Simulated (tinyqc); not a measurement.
Worked calculation: CCSD on RHF in the sto-3g basis, frozen core, for OH-, spin multiplicity 1. The basis has no diffuse functions, so it cannot describe the extra electron: this is an exercise in the method, not the real anion. One step of it, computed by the program tinyqc.

Problem. Integrals over molecular orbitals. (pq|rs) = sum C_ip C_jq C_kr C_ls (ij|kl), one index at a time.

coefficients C:
```
              MO1        MO2        MO3        MO4       MO5        MO6
1O 1s    0.994442  -0.244985   0.095181   0.000000  0.000000  -0.073810
1O 2s    0.023319   0.918164  -0.488139   0.000000  0.000000   0.423962
1O 2px   0.000000   0.000000   0.000000  -0.397876  0.917439   0.000000
1O 2py   0.000000   0.000000   0.000000   0.917439  0.397876   0.000000
1O 2pz   0.002568   0.026225   0.511555   0.000000  0.000000   0.941668
2H 1s   -0.005100   0.222569   0.725377   0.000000  0.000000  -0.875272
```

core Hamiltonian H = T + V (hartree):
```
             1O 1s      1O 2s     1O 2px     1O 2py     1O 2pz      2H 1s
1O 1s   -32.088157  -7.463028   0.000000   0.000000  -0.011359  -1.167609
1O 2s    -7.463028  -8.714542   0.000000   0.000000  -0.139286  -2.657625
1O 2px    0.000000   0.000000  -6.892386   0.000000   0.000000   0.000000
1O 2py    0.000000   0.000000   0.000000  -6.892386   0.000000   0.000000
1O 2pz   -0.011359  -0.139286   0.000000   0.000000  -6.978522  -1.982689
2H 1s    -1.167609  -2.657625   0.000000   0.000000  -1.982689  -4.177039
```

Two-electron integrals (ij|kl) in chemists' order, unique and non-zero (hartree):
```
(11|11) 4.785065   (21|11) 0.741380   (21|21) 0.136873   (22|11) 1.118947
(22|21) 0.256633   (22|22) 0.817206   (31|31) 0.024477   (32|31) 0.037809
(32|32) 0.180518   (33|11) 1.115814   (33|21) 0.256684   (33|22) 0.817023
(33|33) 0.880159   (41|41) 0.024477   (42|41) 0.037809   (42|42) 0.180518
(43|43) 0.047444   (44|11) 1.115814   (44|21) 0.256684   (44|22) 0.817023
(44|33) 0.785270   (44|44) 0.880159   (51|51) 0.024477   (52|51) 0.037809
(52|52) 0.180518   (53|53) 0.047444   (54|54) 0.047444   (55|11) 1.115814
(55|21) 0.256684   (55|22) 0.817023   (55|33) 0.785270   (55|44) 0.785270
(55|55) 0.880159   (61|11) 0.116364   (61|21) 0.021318   (61|22) 0.039771
(61|33) 0.039693   (61|44) 0.039693   (61|51) 0.000976   (61|52) 0.001839
(61|55) 0.039934   (61|61) 0.003363   (62|11) 0.302658   (62|21) 0.070372
(62|22) 0.250501   (62|33) 0.246098   (62|44) 0.246098   (62|51) 0.005291
(62|52) 0.041592   (62|55) 0.259061   (62|61) 0.011193   (62|62) 0.097637
(63|31) 0.007121   (63|32) 0.042330   (63|53) 0.008485   (63|63) 0.013424
(64|41) 0.007121   (64|42) 0.042330   (64|54) 0.008485   (64|64) 0.013424
(65|11) 0.226295   (65|21) 0.053267   (65|22) 0.202433   (65|33) 0.193396
(65|44) 0.193396   (65|51) 0.010612   (65|52) 0.073892   (65|55) 0.220273
(65|61) 0.008820   (65|62) 0.095896   (65|65) 0.106528   (66|11) 0.463466
(66|21) 0.109494   (66|22) 0.448622   (66|33) 0.431080   (66|44) 0.431080
(66|51) 0.010034   (66|52) 0.110653   (66|55) 0.483148   (66|61) 0.017539
(66|62) 0.226937   (66|65) 0.254351   (66|66) 0.774606
```

Give: one-electron integrals over orbitals h = C^T H C; Two-electron integrals over orbitals.

Solution.

one-electron integrals over orbitals h = C^T H C (hartree):
```
          1        2        3        4        5        6
1  -32.0711   0.6007  -0.2246   0.0000   0.0000   0.1760
2    0.6007  -7.1153   0.7171   0.0000   0.0000  -0.8858
3   -0.2246   0.7171  -5.3799   0.0000   0.0000  -1.4771
4    0.0000   0.0000   0.0000  -6.8924   0.0000   0.0000
5    0.0000   0.0000   0.0000   0.0000  -6.8924   0.0000
6    0.1760  -0.8858  -1.4771   0.0000   0.0000  -5.6821
```

Two-electron integrals over orbitals (pq|rs), unique and non-zero (hartree); the lowest 1 orbital is frozen and left out:
```
(22|22) 0.7292    (32|22) -0.0517   (32|32) 0.1373    (33|22) 0.6036
(33|32) 0.0027    (33|33) 0.6301    (42|42) 0.1540    (43|42) -0.0472
(43|43) 0.0365    (44|22) 0.7607    (44|32) -0.1023   (44|33) 0.5880
(44|44) 0.8802    (52|52) 0.1540    (53|52) -0.0472   (53|53) 0.0365
(54|54) 0.0474    (55|22) 0.7607    (55|32) -0.1023   (55|33) 0.5880
(55|44) 0.7853    (55|55) 0.8802    (62|22) 0.0949    (62|32) 0.0391
(62|33) 0.0018    (62|44) 0.0990    (62|55) 0.0990    (62|62) 0.1089
(63|22) 0.1316    (63|32) -0.1179   (63|33) 0.0207    (63|44) 0.1682
(63|55) 0.1682    (63|62) 0.0302    (63|63) 0.1763    (64|42) 0.0357
(64|43) 0.0118    (64|64) 0.0381    (65|52) 0.0357    (65|53) 0.0118
(65|65) 0.0381    (66|22) 0.6761    (66|32) 0.0157    (66|33) 0.6309
(66|44) 0.6671    (66|55) 0.6671    (66|62) 0.0836    (66|63) 0.0588
(66|66) 0.7138
```
